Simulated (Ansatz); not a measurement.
**Ti2Ga: from a trial structure to a relaxed crystal**

Level of theory: Ansatz, DFT r2SCAN, scalar-relativistic, plane waves, PAW.

Ti2Ga was placed on the cubic Laves (C15) structure type (Fd-3m, No. 227), with Ga in place of Mg, Ti in place of Cu, at a guessed volume.

Input of the last, converged step (default PAW datasets):

```yaml
crystal:
  lattice:
    - [0.0, 3.651855608, 3.651855608]
    - [3.651855608, 0.0, 3.651855608]
    - [3.651855608, 3.651855608, 0.0]
  atoms:
    - { symbol: Ti, position: [0.625, 0.625, 0.625] }
    - { symbol: Ti, position: [0.125, 0.625, 0.625] }
    - { symbol: Ti, position: [0.625, 0.625, 0.125] }
    - { symbol: Ti, position: [0.625, 0.125, 0.625] }
    - { symbol: Ga, position: [0.0, 0.0, 0.0] }
    - { symbol: Ga, position: [0.25, 0.25, 0.25] }
basis:
  ecutwfc: 500
kpoints:
  mp_grid: { grid: [10, 10, 10] }
hamiltonian:
  xc: r2scan
scf:
  occupations: { method: gaussian, width: 0.1 }
output:
  forces: true
  stress: true
  eigenvalues: true
relax:
  adjacent_minimum: "off"
  f_tol: 0.01
  max_steps: 80
  cell: { stress_tol: 0.05 }
```

Launched as:

```bash
ansatz run input.yaml --threads 1 --pin off --max-ram 2560MiB --backend cpu --events-out ev --progress --plain --runs-dir out
```

The run took 40 s on 1 thread of Intel(R) Xeon(R) 6975P-C (Granite Rapids), on a shared host, peak memory 0.84 GiB.

The program printed at the end:

```
SCF converged after 7 iterations
Free energy (F): -17596.979579 eV
Harris-Foulkes:  -17596.979579 eV  (|F-HF|=2.91e-11)
Internal energy: -17596.938209 eV  (E = F + TS)
E sigma→0 (E₀):  -17596.958894 eV
Entropy (-TS):   -0.041370 eV (-6.895 meV/atom)
Fermi energy:    12.835679 eV
--- Per-component energies (eV) ---
  E_band       = -689.950774
  E_kinetic    = 1333.146540
  E_local      = -6736.084301  (includes V_loc(G=0)·N_el)
  E_nonlocal   = 889.131375
  E_hartree    = 3005.445686
  E_xc         = -497.353786
  E_vxc        = -653.799982  (∫ρ·V_xc dr)
  E_paw        = -8238.777543  (= ΣΔE_a)
  E_vpaw       = -1577.419653  (= ΣTr[D̂ρ^β])
  E_aug_tail   = 0.000214  (compensation charges beyond the density's cutoff)
  E_vtau       = 44.183918  (kinetic-family band-sum trace: ∫τ·v_τ [+ j·A + Jᵃ·Aᵃ] dr)
  E_ewald      = -7350.126425
  E_core_change = -2.319968  (= ΣΔE_core)
  E_smearing   = -0.041370  (= −TS)
  E_closure    =  0.000000  (closes the sum)
  Σ components = -17596.979579   (vs F -17596.979579, Δ=0.00e0)
--- Forces (eV/Å), atoms counted from 1 ---
  atom   1  Ti     0.00000000     0.00000000     0.00000000
  atom   2  Ti     0.00000000     0.00000000     0.00000000
  atom   3  Ti     0.00000000     0.00000000     0.00000000
  atom   4  Ti     0.00000000     0.00000000     0.00000000
  atom   5  Ga     0.00000000     0.00000000     0.00000000
  atom   6  Ga     0.00000000     0.00000000     0.00000000
  max |Σ_I F_I| component: 3.24e-17 eV/Å
--- Stress (GPa, compression-positive) ---
       -0.015331       0.000000       0.000000
        0.000000      -0.015331       0.000000
        0.000000       0.000000      -0.015331
  P = ⅓ Tr σ = -0.0153 GPa (-0.153 kbar)
--- Relaxed structure (2 steps of the walk, 2 accepted, 1 SCFs on fresh bases) ---
  F+E_penalty+E_count = -17596.97957855 eV   max|allowed force component| = 8.943e-17 eV/Å   (the final SCF, on the basis selected at the relaxed cell)
  cell:  # Å, volume = 101.1082 Å³
    - [0.000000, 3.697591, 3.697591]
    - [3.697591, 0.000000, 3.697591]
    - [3.697591, 3.697591, 0.000000]
  atoms:
    - { symbol: Ti, position: [0.625000, 0.625000, 0.625000] }
    - { symbol: Ti, position: [0.125, 0.625000, 0.625000] }
    - { symbol: Ti, position: [0.625000, 0.625000, 0.125] }
    - { symbol: Ti, position: [0.625000, 0.125, 0.625000] }
    - { symbol: Ga, position: [0.000000, 0.000000, 0.000000] }
    - { symbol: Ga, position: [0.25, 0.25, 0.25] }
```

Absolute energies hang on the potentials; compare differences alone.

The result has space group Fd-3m (No. 227). Ti has 6 Ti at 2.61 Å and 6 Ga at 3.07 Å; Ga has 12 Ti at 3.07 Å and 4 Ga at 3.20 Å.

Against the elements it lies at 0.18 eV/atom. The zero of energy is the elements' standard structures at the same level; no fitted shifts are applied.

For metals, differences of a few meV/atom aren't resolved.

A structure relaxed within its symmetry needn't be a true minimum.